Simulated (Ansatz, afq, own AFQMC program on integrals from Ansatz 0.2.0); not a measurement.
Two steps: Ansatz 0.2.0 writes the Fock matrix and Cholesky factors of the valence space, and afq projects on them the lowest state that overlaps trial and start.

```yaml
crystal:
  periodic: [false, false, false]
  atoms:
    - {symbol: B, position_ang: [0.000000, 0.000000, 0.859982]}
    - {symbol: N, position_ang: [0.000000, 0.000000, -0.511503]}
    - {symbol: H, position_ang: [0.000000, 0.850874, -1.057997]}
    - {symbol: H, position_ang: [0.000000, -0.850874, -1.057997]}
basis:
  gaussian: {orbitals: cc-pVDZ}
magnetization: {spin_polarized: true, initial_magnetization: 0}
correlation: {method: ccsd_t, electrons: outside_noble_gas, hamiltonian_folder: ham}
```

```sh
$ ansatz run in.yaml --threads 1 --pin off --events-out ev --progress --plain --max-ram 1843MiB
```

Options of the walk:

```
--method phaseless --trial hf --walkers 140 --populations 1 --least-time 40 --time-step 0.005 --steps-per-block 20 --equilibration-blocks 112 --max-blocks 600 --target-error 0.00114 --factor-cut 1e-05 --start spin_pure --seed 3595 --taylor-order 6
```

Times are imaginary, in 1/Eh. The walk had a cap of 536 s.

Log:

```
orbitals 36  electrons 5 5  factors 282 of 355
reference energy -80.24964957 Eh
CCSD correlation -0.25913578 Eh in 10 cycles, weight of the determinant in the CISD state 0.8825
energy of the start -80.249650 Eh
 block  time / (1/Eh)  mean weight  energy / Eh
     1     0.100  1.0011  -80.315997
     2     0.200  1.0010  -80.368391
     3     0.300  1.0016  -80.388467
     4     0.400  1.0015  -80.418022
     5     0.500  1.0012  -80.434183
     8     0.800  0.9999  -80.470114
    18     1.800  0.9997  -80.494536
    69     6.900  1.0004  -80.497720
   120    12.000  1.0004  -80.520417
   171    17.100  1.0018  -80.553709
   222    22.200  0.9990  -80.517307
   273    27.300  0.9997  -80.498731
   324    32.400  0.9986  -80.523862
   375    37.500  0.9979  -80.504674
   426    42.600  0.9995  -80.509351
   477    47.700  1.0010  -80.505641
   528    52.800  0.9984  -80.494163
   545    54.500  0.9994  -80.575465
   579    57.900  0.9998  -80.529968
   630    63.000  0.9989  -80.567437
   681    68.100  0.9982  -80.480951
   698    69.800  1.0001  -80.531017
blocks merged  error / Eh  count
     1  0.000901  600
     2  0.001175  300
     4  0.001541  150
     8  0.001865  75
    16  0.001955  37
    32  0.002171  18
    64  0.002083  9
energy -80.523968 +/- 0.002171 Eh
(rows thinned)
```

The run passed its tests (sampling time, drift between the halves within three errors, error under three times the target), which doesn't prove that it has relaxed.

Against this walk (error 59.1 meV) on the same determinant: CCSD(T) 212.6 meV higher, CCSDT(Q) 177.9 meV higher, a separate phaseless walk with a CISD trial and standard settings 177.3 ± 61.3 meV higher. The error is statistical and leaves out the bias of the constraint. CCSDT(Q) is the surest value here, so the walk's 178 meV below it is most likely the bias of the constraint with this trial, which can have either sign.

Cautions: constraint bias not in the error; error above the target (59.1 against 31.0 meV); an unrestricted solution with more broken spin lies lower (52 meV, ⟨S²⟩ 0.27), while this determinant keeps restricted orbitals.

The walk took 4.5 min on 1 thread of Intel(R) Xeon(R) Platinum 8375C CPU @ 2.90GHz (Ice Lake), with other jobs on the host. The log's last line is the phaseless energy.

CCSDT and higher add their correlation energy to the determinant of the CCSD(T) run, since their own runs factorise the integrals more tightly (a shift of under 2 meV). A walk keeps the symmetry of its determinant, which the program's search chose and which needn't be the lowest solution, so a lower state of the same spin and another symmetry isn't excluded.
